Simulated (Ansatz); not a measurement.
System: C₃H₄, charge 0, multiplicity 1. 
Geometry from a B3LYP-D3(BJ)/def2-TZVP (Ansatz, an electronic-structure program) optimisation:
```
C
H 1 1.0889
H 1 1.0889 2 113.66
C 1 1.5050 2 119.64 3 150.54
C 4 1.2868 1 64.69 2 105.61
H 5 1.0750 4 149.73 1 180.00
H 4 1.0750 5 149.73 6 0.00
```
Charge 0, spin multiplicity 1.

Computed values are from Ansatz. Correlated levels leave the core frozen unless marked. UHF or UKS for open shells. No spin-orbit coupling. Non-relativistic. CBS marks a two-point X^-3 extrapolation of the correlation energy; Hartree-Fock from the larger set. [CCSD(T)-MP2]/basis is that difference in the basis named.

What is the atomisation energy De at RI-MP2/CBS(aug-cc-pVTZ,aug-cc-pVQZ)+[CCSD(T)-MP2]/aug-cc-pVTZ?

679.7 kcal/mol.

What is the total energy at RI-MP2/CBS(aug-cc-pVTZ,aug-cc-pVQZ)+[CCSD(T)-MP2]/aug-cc-pVTZ?

-116.4577 Eh.

What is the T1 diagnostic at CCSD/aug-cc-pVTZ?

0.010.

What is the dipole moment at CCSD(T)/aug-cc-pVDZ?

0.47 D.
